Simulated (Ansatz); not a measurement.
# HNO2 (nitrous acid): CCSDT(Q)/STO-3G

What is the vertical ionisation energy of HNO2 (nitrous acid) at CCSDT(Q)/STO-3G? 

The calculation is run with Ansatz 0.2.0.

61 further runs of the same task are left out: 1 that didn't finish, 60 set aside as unsound or not needed.

## 1. The structure to begin with

HNO2 has 4 atoms, charge 0, and is taken as a singlet. As SMILES, `O=NO`. Geometry: relaxed at PBE0-D4/def2-TZVP.

Bond lengths: O1–N2 1.162 Å, N2–O3 1.397 Å, O3–H4 0.967 Å. Angles: O1–N2–O3 111.2°, N2–O3–H4 102.9°.

## 2. The energy at CCSDT(Q)/STO-3G

The input, in.yaml:

```yaml
crystal:
  periodic: [false, false, false]
  atoms:
    - {symbol: O, position_ang: [0.413650, 0.047230, 1.437260]}
    - {symbol: "N", position_ang: [0.320150, -0.419400, 0.377370]}
    - {symbol: O, position_ang: [-0.362650, 0.434660, -0.492650]}
    - {symbol: H, position_ang: [-0.371140, -0.062490, -1.321980]}
basis:
  gaussian:
    orbitals: STO-3G
scf:
  omitted_lower_state_checks: [cluster_reference, increment]
accuracy: high
correlation:
  method: ccsdt_q
  frozen_orbitals: {H: 0, "N": 1, O: 1}
```

Started as:

```console
$ ansatz run in.yaml --threads 1 --pin off --max-ram 3480MiB --events-out events.jsonl --progress --plain --runs-dir runs
```

Standard output:

```text
Warning: RAYON_NUM_THREADS=1 ignored (pool sized by the plan → 1); use --threads N
Functional definition: HF
  name "HF"
  exchange = exact_x
  correlation = 0
these checks for a lower state are left out or cut short: cluster_reference, increment
275 factors; integrals over basis functions are off by at most 2.3e-8 eV
mean field evaluation 1: about -5491.5900 eV, gradient 2.7e1 eV
mean field evaluation 2: about -5491.7487 eV, gradient 2.7e1 eV
mean field evaluation 4: about -5494.0478 eV, gradient 2.4e0 eV
mean field evaluation 8: about -5494.1180 eV, gradient 2.5e-2 eV
mean field -5494.11499291 eV, -201.9050019446 hartree, gradient 2.8e-8 eV, S^2 0.000000; 0 other end points of the search recorded, 0 dependent functions left out; unrestricted orbitals would lower it
3 core orbitals not correlated: weight in the atoms' cores, before any rotation towards them, 1.000 or more for the frozen orbitals, at most 0.000 for the correlated occupied ones
reference -5494.11499291 eV, -201.9050019446 hartree; 9, 9 occupied and 4, 4 virtual orbitals, 275 factors
second order -4.29244984 eV of doubles, -0.00000000 eV of singles
cycle   1  -4.68711919 eV  change   -3.9e-1 eV  update   9.6e-2
cycle   2  -5.01276045 eV  change   -3.3e-1 eV  update   4.9e-2
cycle   3  -5.22805724 eV  change   -2.2e-1 eV  update   3.0e-2
cycle   4  -5.25083564 eV  change   -2.3e-2 eV  update   1.2e-2
cycle   5  -5.26054458 eV  change   -9.7e-3 eV  update   8.3e-3
cycle   6  -5.26244916 eV  change   -1.9e-3 eV  update   2.7e-3
cycle   7  -5.26413658 eV  change   -1.7e-3 eV  update   1.4e-3
cycle   8  -5.26402804 eV  change    1.1e-4 eV  update   4.0e-4
cycle   9  -5.26405940 eV  change   -3.1e-5 eV  update   1.6e-4
cycle  10  -5.26409886 eV  change   -3.9e-5 eV  update   8.7e-5
cycle  11  -5.26411905 eV  change   -2.0e-5 eV  update   5.1e-5
cycle  12  -5.26411998 eV  change   -9.4e-7 eV  update   2.6e-5
cycle  13  -5.26412268 eV  change   -2.7e-6 eV  update   1.4e-5
cycle  14  -5.26412371 eV  change   -1.0e-6 eV  update   5.4e-6
cycle  15  -5.26412768 eV  change   -4.0e-6 eV  update   2.5e-6
cycle  16  -5.26413147 eV  change   -3.8e-6 eV  update   1.3e-6
cycle  17  -5.26413212 eV  change   -6.5e-7 eV  update   4.2e-7
cycle  18  -5.26413250 eV  change   -3.8e-7 eV  update   2.2e-7
cycle  19  -5.26413233 eV  change    1.7e-7 eV  update   1.0e-7
cycle  20  -5.26413235 eV  change   -1.4e-8 eV  update   5.6e-8
cycle  21  -5.26413218 eV  change    1.6e-7 eV  update   3.8e-8
cycle  22  -5.26413225 eV  change   -7.0e-8 eV  update   1.0e-7
cycle  23  -5.26413214 eV  change    1.1e-7 eV  update   4.7e-8
cycle  24  -5.26413218 eV  change   -3.4e-8 eV  update   2.4e-8
cycle  25  -5.26413220 eV  change   -2.4e-8 eV  update   9.2e-9
cycle  26  -5.26413222 eV  change   -1.8e-8 eV  update   4.5e-9
cycle  27  -5.26413223 eV  change   -7.1e-9 eV  update   2.2e-9
cycle  28  -5.26413223 eV  change   -5.3e-9 eV  update   1.1e-9
cycle  29  -5.26413223 eV  change  -5.6e-10 eV  update  4.5e-10
perturbative correction -0.01758192 eV, -0.0006461237 hartree
Total energy: -5499.39670707 eV, -202.0991013597 hartree
Checks for a lower state left out: cluster_reference, increment
```

Wall time 0.2 s (1 thread of Intel Xeon 6975P-C (Granite Rapids), shared host).

## 3. The doublet cation, same level

The input, run.yaml:

```yaml
basis:
  gaussian: {orbitals: STO-3G}
crystal:
  periodic: [false, false, false]
  atoms:
    - {symbol: O, position_ang: [0.413650, 0.047230, 1.437260]}
    - {symbol: "N", position_ang: [0.320150, -0.419400, 0.377370]}
    - {symbol: O, position_ang: [-0.362650, 0.434660, -0.492650]}
    - {symbol: H, position_ang: [-0.371140, -0.062490, -1.321980]}
total_charge: 1
magnetization: {spin_polarized: true, initial_magnetization: 1}
correlation: {method: ccsdt_q, frozen_orbitals: {H: 0, "N": 1, O: 1}}
accuracy: high
scf: {omitted_lower_state_checks: [cluster_reference, increment]}
```

Started as:

```console
$ ansatz run run.yaml --threads 1 --pin off --max-ram 3480MiB --events-out events.jsonl --progress --plain --runs-dir runs
```

Standard output:

```text
Warning: RAYON_NUM_THREADS=1 ignored (pool sized by the plan → 1); use --threads N
[... 14 lines left out ...]
3 core orbitals not correlated: weight in the atoms' cores, before any rotation towards them, 1.000 or more for the frozen orbitals, at most 0.000 for the correlated occupied ones
[... 40 lines left out ...]
Total energy: -5492.14994671 eV, -201.8327878287 hartree
Checks for a lower state left out: cluster_reference, increment
```

Run time: 1.1 s. Hardware: 1 thread of Intel Xeon 6975P-C (Granite Rapids), shared host; peak memory 0.11 GiB.

## 4. Summary of results

At CCSDT(Q)/STO-3G, 3 core orbitals frozen:

```
                                                   quantity          value
                                 singlet HNO2: total energy  -202.09910 Eh
  singlet HNO2: correlation energy (3 core orbitals frozen)     -194.1 mEh
                                singlet HNO2: T1 diagnostic          0.022
                               doublet cation: total energy  -201.83279 Eh
doublet cation: correlation energy (3 core orbitals frozen)     -216.6 mEh
          doublet cation: ⟨S²⟩ of the reference determinant          0.931
                              doublet cation: T1 diagnostic          0.058
         vertical ionisation energy (to the doublet cation)       7.247 eV
```

Removing an electron at fixed nuclei costs 7.25 eV (699 kJ/mol). In a minimal basis such a difference can be off by several eV, whatever the method. The T1 diagnostic (singlet HNO2) of 0.022 is above the customary mark for such species, so a single reference may not serve. The restricted solution (singlet HNO2) is unstable to spin breaking: an unrestricted one lies lower. ⟨S²⟩ (doublet cation) is 0.93 where a pure doublet has 0.75: the reference is spin-contaminated. The T1 diagnostic (doublet cation) of 0.058 is above the customary mark for such species, so a single reference may not serve.
